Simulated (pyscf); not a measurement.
Optimised with ωB97X-D3(BJ)/def2-SVP in PySCF.

Estimate the classical barrier height and the reaction energy of H₃C–C•=N–CH₃ → C⁻≡N⁺–CH₃ + methyl (CH₃•) at ωB97M-D3(BJ)/def2-TZVP. The step runs on the doublet surface, breaks C–C and forms none; take the reactant's lowest minimum found as zero.

ΔE‡ = 27.6 kcal/mol, ΔE = +21.9 kcal/mol. Zero-point energy shifts the barrier by -3.6 kcal/mol. It is a bond scission, with an imaginary mode of 367i cm⁻¹. The same reactants have a lower exit, to H₃C–C≡N + CH₃• (no saddle counted: cutting one bond, which may have a small barrier of its own, costs -0.7 kcal/mol at ωB97M-D3(BJ), against +27.6 kcal/mol here). H₃C–C•=N–CH₃ lies 20.8 kcal/mol over its isomer H₃C–C(CH₃)=N•, and others may lie lower still (electronic energy, ωB97M-D3(BJ)). C⁻≡N⁺–CH₃ lies 22.5 kcal/mol over its isomer H₃C–C≡N, and others may lie lower still (electronic energy, ωB97M-D3(BJ)). This is the saddle that the search found; another between the same sides may lie lower.
